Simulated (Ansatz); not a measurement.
Diamond-structure Si, treated with r²SCAN0 in Ansatz (plane waves, PAW).

Run with plane-wave cutoff 600 eV, 8×8×8 k mesh, scalar-relativistic PAW data made under PBE.

Computed at the level's own relaxed cell.

```
CELL_PARAMETERS angstrom
      0.00000     2.71294     2.71294
      2.71294     0.00000     2.71294
      2.71294     2.71294     0.00000
ATOMIC_POSITIONS crystal
  Si 0.50000 0.50000 0.50000
  Si 0.75000 0.75000 0.75000
```

### Question
Give the elastic tensor (Voigt notation, GPa, ions relaxed, in the Cartesian axes of the cell as printed).

### Answer

```
  178.2    65.8    65.8     0.0     0.0     0.0
   65.8   178.2    65.8     0.0     0.0     0.0
   65.8    65.8   178.2     0.0     0.0     0.0
    0.0     0.0     0.0    85.8     0.0     0.0
    0.0     0.0     0.0     0.0    85.8     0.0
    0.0     0.0     0.0     0.0     0.0    85.8
```

Measured, for comparison: elastic constant C11 168 GPa, elastic constant C12 64.9 GPa, elastic constant C44 80.2 GPa (low temperature, zero-point motion not removed; as tabulated in Tanner et al. (2021), arXiv:2110.11888). Computed (rounded) less measured: elastic constant C11 +6 %, elastic constant C12 +1 %, elastic constant C44 +7 %.

Static lattice: no zero-point or thermal effects.

Ansatz is a first-principles code.
